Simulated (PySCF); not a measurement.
Molecule: `C=N[C@H]1CC1=C`, C5H7N.

Geometry (Å), atoms numbered from 1 in this order:
```xyz
13

C     2.4481    0.0395   -0.0279
N     1.3115   -0.0656    0.5160
C     0.1988   -0.3821   -0.2936
C    -0.9502   -1.1550    0.3664
C    -1.0930    0.2518    0.0311
C    -1.7979    1.3698    0.0336
H     3.3217    0.2875    0.5906
H     2.6231   -0.1064   -1.1125
H     0.3900   -0.6052   -1.3578
H    -1.4557   -1.9177   -0.2357
H    -0.8004   -1.4139    1.4201
H    -1.3758    2.3018   -0.3527
H    -2.8201    1.3956    0.4224
```

Spin–spin couplings on one PBE0-D3(BJ)/def2-SVP geometry, PySCF, gas phase, non-relativistic, equivalent pairs averaged (spin–dipole term only in couplings to heteroatoms); isotopes 13C, 1H; functional B3LYP.

Q: How do the couplings (Hz) change with the basis set? Times are CPU seconds on shared hosts with different chips, so compare them loosely. Far from the basis limit: 6-31G*, pcJ-0, 6-31G-J, def2-TZVP, cc-pVTZ.

A: 
| basis set | functions | 1J(C1,H7) | 1J(C4,H11) | 1J(C4,H10) | 1J(C6,H12) | 1J(C6,H13) | 1J(C3,H9) | 1J(C1,H8) | core-s |
| --- | --- | --- | --- | --- | --- | --- | --- | --- | --- |
| 6-31G* | 98 | 183.1 | 178.0 | 175.2 | 173.7 | 172.4 | 170.3 | 162.0 | 9.1 |
| pcJ-0 | 99 | 166.9 | 150.7 | 149.7 | 152.7 | 152.3 | 149.5 | 141.3 | 7.6 |
| 6-31G-J | 100 | 200.5 | 178.1 | 177.1 | 178.2 | 177.8 | 174.3 | 165.2 | 8.1 |
| def2-TZVP | 228 | 182.7 | 163.3 | 163.7 | 164.1 | 163.4 | 163.4 | 153.9 | 28 |
| pcJ-1 | 232 | 192.0 | 172.3 | 172.0 | 172.9 | 172.3 | 170.3 | 161.8 | 30 |
| cc-pVTZ | 278 | 174.4 | 153.5 | 155.3 | 156.8 | 155.8 | 151.3 | 145.6 | 40 |

The Fermi-contact term samples the wavefunction at the nucleus, which is why sets with added tight s functions (names with J) are made for couplings.
